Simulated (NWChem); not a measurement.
Everything below was run with NWChem. System: oxygen (O2), charge 0, spin multiplicity 3, at a geometry optimised with UB3LYP/def2-SVP. Its SCF solution wasn't tested for a lower state. Level: ROCCSD(T)/def2-TZVP, 2 core orbitals frozen.

Output (cleaned and shortened):

```
             Northwest Computational Chemistry Package (NWChem) 7.3.0
             --------------------------------------------------------

                                NWChem Input Module
                                -------------------

 Scaling coordinates for geometry "geometry" by  1.889725989
 (inverse scale =  0.529177249)

 Turning off AUTOSYM since
 SYMMETRY directive was detected!

                             Geometry "geometry" -> ""
                             -------------------------

 Output coordinates in angstroms (scale by  1.889725989 to convert to a.u.)

  No.       Tag          Charge          X              Y              Z
 ---- ---------------- ---------- -------------- -------------- --------------
    1 O                    8.0000     0.00000000     0.00000000     0.59997600
    2 O                    8.0000     0.00000000     0.00000000    -0.59997600

 Effective nuclear repulsion energy (a.u.)      28.2239155699

            Nuclear Dipole moment (a.u.)
            ----------------------------
        X                 Y               Z
 ---------------- ---------------- ----------------
     0.0000000000     0.0000000000     0.0000000000

      Symmetry information
      --------------------

 Group name             D2h
 Group number             26
 Group order               8
 No. of unique centers     1

      Symmetry unique atoms

     1


 Summary of "ao basis" -> "" (spherical)
 ------------------------------------------------------------------------------
       Tag                 Description            Shells   Functions and Types
 ---------------- ------------------------------  ------  ---------------------
 *                         def2-tzvp                  on all atoms

 Summary of "ao basis" -> "ao basis" (spherical)
 ------------------------------------------------------------------------------
       Tag                 Description            Shells   Functions and Types
 ---------------- ------------------------------  ------  ---------------------
 O                         def2-tzvp                11       31   5s3p2d1f

                                 NWChem SCF Module
                                 -----------------

  ao basis        = "ao basis"
  functions       =    62
  atoms           =     2
  closed shells   =     7
  open shells     =     2
  charge          =   0.00
  wavefunction    = ROHF
  use symmetry    = T
  symmetry adapt  = T
[...]
     2   0 1 1     -0.000000      0.000000      0.000000
     2   0 0 2     -7.731913     -3.991054     20.567685

                   NWChem Extensible Many-Electron Theory Module
                   ---------------------------------------------


            General Information
            -------------------
      Number of processors :     1
         Wavefunction type : Restricted open-shell Hartree-Fock
          No. of electrons :    16
           Alpha electrons :     9
            Beta electrons :     7
           No. of orbitals :   124
            Alpha orbitals :    62
             Beta orbitals :    62
        Alpha frozen cores :     2
         Beta frozen cores :     2
     Alpha frozen virtuals :     0
      Beta frozen virtuals :     0
         Spin multiplicity : triplet
    Number of AO functions :    62
       Number of AO shells :    22
        Use of symmetry is : on
      Symmetry adaption is : on
         Schwarz screening : 0.10D-09

          Correlation Information
          -----------------------
          Calculation type : Coupled-cluster singles & doubles w/ perturbation
   Perturbative correction : (T)
            Max iterations :      100
        Residual threshold : 0.10D-05
     T(0) DIIS level shift : 0.00D+00
     L(0) DIIS level shift : 0.00D+00
     T(1) DIIS level shift : 0.00D+00
     L(1) DIIS level shift : 0.00D+00
     T(R) DIIS level shift : 0.00D+00
     T(I) DIIS level shift : 0.00D+00
   CC-T/L Amplitude update :  5-th order DIIS
                I/O scheme : Global Array Library
        L-threshold :  0.10D-05
        EOM-threshold :  0.10D-05
 no EOMCCSD initial starts read in
 TCE RESTART OPTIONS
 SLICE:      F
 D4D5:       F
 quantumc:   F
 qrotation:  F
 pwtce:      F
 qducc:      F
 nacto:                         0
 nrotv:                         0
 nrot:                          0

            Memory Information
            ------------------
          Available GA space size is     249029112 doubles
          Available MA space size is     104854420 doubles

 Maximum block size supplied by input
 Maximum block size        24 doubles

 tile_dim =     12

 -------------------------------------------------

 Global array virtual files algorithm will be used

 Parallel file system coherency ......... OK

 4-electron integrals stored in orbital form

 v2    file size   =           349144
 4-index algorithm nr.  13 is used
 imaxsize =       30
 imaxsize ichop =        0


CCSD iterations
 ---------------------------------------------------------
 Iter          Residuum       Correlation     Cpu    Wall
 ---------------------------------------------------------
    1   0.3360731841473  -0.4957219180886     0.6     0.6
    2   0.1290696257437  -0.4211442460968     0.7     0.7
    3   0.0732399742526  -0.4671273216083     0.6     0.6
    4   0.0346361666176  -0.4463705617487     0.7     0.7
    5   0.0195099609321  -0.4576990348512     0.6     0.6
    6   0.0016789066585  -0.4541850756567     0.6     0.6
    7   0.0006022293121  -0.4541213446859     0.6     0.6
    8   0.0002946437248  -0.4541287001964     0.6     0.6
    9   0.0001341622908  -0.4541235608039     0.6     0.6
   10   0.0000742907624  -0.4541311142827     0.6     0.6
   11   0.0000148758982  -0.4541319911951     0.6     0.6
   12   0.0000061772621  -0.4541292335690     0.6     0.6
   13   0.0000029425608  -0.4541307279753     0.6     0.6
   14   0.0000015137795  -0.4541300304160     0.6     0.6
   15   0.0000007503580  -0.4541304017410     0.7     0.7
 -----------------------------------------------------------------
 Iterations converged
 CCSD correlation energy / hartree =        -0.454130401741033
 CCSD total energy / hartree       =      -150.115869209614203

 Singles contributions

 Doubles contributions
 CCSD(T)
 Using plain CCSD(T) code
             total no. of tasks         8440
 total no. of tasks / no. procs         8440
                         wl_min            2           1.1
                         wl_max        12672           4.8
        thresh for no. of tasks         8440

 CCSD[T]  correction energy / hartree =        -0.019186431050504
 CCSD[T] correlation energy / hartree =        -0.473316832791537
 CCSD[T] total energy / hartree       =      -150.135055640664717
 CCSD(T)  correction energy / hartree =        -0.019232543686115
 CCSD(T) correlation energy / hartree =        -0.473362945427147
 CCSD(T) total energy / hartree       =      -150.135101753300319

 Task  times  cpu:       13.1s     wall:       13.1s

 Total times  cpu:       13.1s     wall:       13.1s
```

Problem. Write an NWChem input that would produce this output.

Solution. This is not unique; one that fits is 
```
start mol
memory heap 100 mb stack 700 mb global 1900 mb
geometry units angstroms nocenter noautoz
  O      0.000000     0.000000     0.599976
  O      0.000000     0.000000    -0.599976
  symmetry group D2h
end
basis spherical
  * library def2-tzvp
end
scf
  rohf
  nopen 2
  maxiter 100
  thresh 1e-7
  semidirect memsize 60000000 filesize 0
  # guess.movecs holds the orbitals of an unrestricted PBE0 run
  vectors input guess.movecs output mol.movecs
end
tce
  freeze core 2
  ccsd(t)
  2eorb
  2emet 13
  thresh 1e-6
  maxiter 100
  tilesize 24
end
task tce energy
```
